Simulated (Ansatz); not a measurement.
Scan of [GeH₃···H···H], doublet

Starting geometry:

```xyz
6

Ge   -0.0381    0.0000    0.0000
H    -0.5496    1.4466    0.0000
H    -0.5496   -0.7233    1.2528
H    -0.5496   -0.7233   -1.2528
H     1.4962    0.0000    0.0000
H     2.8999    0.0000    0.0000
```

From there H5 is moved from one fragment to the other while all else, the fragments' distance too, stays fixed, so the hump isn't the reaction's barrier; atoms are numbered as listed. Energies are in kJ/mol, counted from the starting geometry at the same level. Kohn–Sham curves are unrestricted where that lies lower.

Basis cc-pVDZ; Ansatz 0.2.0. Only valence electrons are correlated (noble-gas cores and the filled d shells of p-block atoms frozen). R marks a restricted (for open shells ROHF) determinant, U an unrestricted one. No spin–orbit coupling is included, and no scalar relativity.

In so small a basis the reference is far from its limit while semilocal and hybrid functionals are nearer theirs (RPA and double hybrids share much of the reference's basis error), so the functionals' errors here hold much of the reference's basis and frozen-core error, which can add to them or hide them.

Full CI isn't at hand for all of this; UCCSDT(Q) serves as the reference, and is uncertain by about the last step of the cluster series.

| distance Ge1-H5 (Å) | UCCSDT(Q) | SPW92 | PBE | r2SCAN | PBE0 | B3LYP | wB97M-V | B2PLYP | PBE-QIDH | RPA-PBE |
| --- | --- | --- | --- | --- | --- | --- | --- | --- | --- | --- |
| 1.427 | 14.3 | 21.7 | 20.4 | 18.1 | 17.0 | 18.4 | 15.3 | 15.6 | 13.3 | 15.3 |
| 1.534 | 0.0 | 0.0 | 0.0 | 0.0 | 0.0 | 0.0 | 0.0 | 0.0 | 0.0 | 0.0 |
| 1.628 | -0.4 | -8.2 | -6.9 | -4.4 | -3.6 | -5.1 | -2.3 | -1.9 | 0.5 | -1.8 |
| 1.723 | 1.6 | -13.4 | -11.3 | -6.0 | -4.7 | -7.7 | -2.9 | -1.3 | 3.7 | -1.7 |
| 1.817 | -1.5 | -20.2 | -18.0 | -10.7 | -9.4 | -13.6 | -8.6 | -5.0 | 2.0 | -6.6 |
| 1.911 | -14.0 | -30.6 | -29.7 | -21.8 | -20.9 | -25.9 | -22.6 | -16.9 | -9.2 | -19.9 |
| 2.005 | -34.2 | -42.9 | -44.9 | -38.0 | -37.7 | -43.1 | -42.5 | -35.6 | -28.6 | -39.8 |
| 2.099 | -54.0 | -51.3 | -57.5 | -53.0 | -53.2 | -58.9 | -61.0 | -53.8 | -48.1 | -59.1 |
| 2.193 | -61.1 | -45.4 | -56.9 | -55.4 | -55.9 | -62.1 | -66.3 | -59.5 | -55.0 | -65.5 |

Question: Judged by the spread of the error over the points with a reference (largest less smallest), which of these follows UCCSDT(Q) best and which worst?

Answer: Subtracting the UCCSDT(Q) column from each: best B2PLYP (errors from -3.5 to 1.7, spread 5.1 kJ/mol), worst SPW92 (from -18.7 to 15.7, spread 34.4 kJ/mol). Functionals and wave-function methods converge differently with the basis, so part of this is basis effect.
